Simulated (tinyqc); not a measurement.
RKS/LDA (VWN5) in the sto-3g basis, for H2O, spin multiplicity 1, step by step. One step of it, computed by the program tinyqc.

Question. Orthogonalisation. S = U s U^T; canonical form X = U s^(-1/2), so that X^T S X = 1. Each column of U has its largest component positive (the first on a tie).

overlap S:
```
           1O 1s     1O 2s    1O 2px     1O 2py    1O 2pz     2H 1s      3H 1s
1O 1s   1.000000  0.236704  0.000000   0.000000  0.000000  0.036270   0.036270
1O 2s   0.236704  1.000000  0.000000   0.000000  0.000000  0.372265   0.372265
1O 2px  0.000000  0.000000  1.000000   0.000000  0.000000  0.000000   0.000000
1O 2py  0.000000  0.000000  0.000000   1.000000  0.000000  0.271840  -0.271840
1O 2pz  0.000000  0.000000  0.000000   0.000000  1.000000  0.189581   0.189581
2H 1s   0.036270  0.372265  0.000000   0.271840  0.189581  1.000000   0.153181
3H 1s   0.036270  0.372265  0.000000  -0.271840  0.189581  0.153181   1.000000
```

Give: eigenvalues of S; X.

Answer.

eigenvalues of S: 0.450  0.531  0.891  1.000  1.094  1.315  1.718

X:
```
             1       2       3      4       5       6      7
1O 1s   -0.358   0.000   0.728  0.000  -0.611   0.000  0.190
1O 2s    1.029   0.000  -0.276  0.000  -0.290   0.000  0.460
1O 2px   0.000   0.000   0.000  1.000   0.000   0.000  0.000
1O 2py   0.000   0.870   0.000  0.000   0.000   0.674  0.000
1O 2pz   0.446   0.000   0.666  0.000   0.638   0.000  0.202
2H 1s   -0.647  -0.750  -0.191  0.000   0.158   0.391  0.383
3H 1s   -0.647   0.750  -0.191  0.000   0.158  -0.391  0.383
```
